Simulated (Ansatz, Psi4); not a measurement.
Exact exchange and the HOMO–LUMO gap of BF

BF: 2 atoms, total charge 0, spin state singlet. SMILES: `[B]F`. Geometry: relaxed at PBE0-D4/def2-TZVP.

The HOMO–LUMO gap y, in eV, basis def2-TZVPPD; a is the functional's share of exact exchange. Programs: Ansatz 0.2.0, Psi4 1.11.

| functional | program | a | y (eV) |
| --- | --- | --- | --- |
| PBE | Ansatz | 0 | 4.65 |
| TPSS | Psi4 | 0 | 5.01 |
| B3LYP | Ansatz | 0.2 | 6.50 |
| r2SCAN0 | Ansatz | 0.25 | 7.32 |
| PBE0 | Ansatz | 0.25 | ? |
| BHLYP | Ansatz | 0.5 | 9.17 |

Question: Fit y = c + s·a to the known rows and predict PBE0.

Answer: 
1. Means of the 5 rows: a = 0.1900, y = 6.530.
2. Σ(Δa)² = 0.172, Σ(Δa·Δy) = 1.5115, so the slope is 1.5115/0.172 = 8.7878.
3. Intercept: 6.530 − (8.7878) × 0.1900 = 4.860. The largest residual of the fit is 0.26.
4. PBE0: 4.860 + (8.7878) × 0.25 = 7.06 eV.

The run gave 6.97 eV, so the prediction is off by +0.09 eV, within the largest residual. Exact exchange lowers occupied levels and raises empty ones. The rows mix families of semi-local functionals, which the line can't see.
